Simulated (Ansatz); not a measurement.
A calculation with Ansatz (development build ahead of 0.2.0).

```yaml
crystal:
  periodic: [false, false, false]
  atoms:
    - { symbol: P, position_ang: [0.0, 0.0, 0.0] }
    - { symbol: "N", position_ang: [0.0, 0.0, 2.533] }
basis:
  gaussian: { orbitals: "6-31G" }
magnetization:
  spin_polarized: true
hamiltonian:
  xc: pbe0
scf:
  omitted_lower_state_checks: [starts, atomic_configurations, cluster_reference, orbital_swaps, given_window_search, neighbouring_geometries, increment]
output:
  forces: true
```

The input is written out in the form of the current development build from the run's settings.

The run gave:

```
Converged                       : yes
Total energy                    : -395.65782 hartree
Spin squared of the determinant : 2.448
Stability test                  : minimum
```

Forces (eV/Å):
```json
{"atom": "P1", "Fx": "0.000", "Fy": "0.000", "Fz": "1.474"}
{"atom": "N2", "Fx": "0.000", "Fy": "0.000", "Fz": "-1.474"}
```

Caution: the unrestricted determinant is a mixture of spin states.
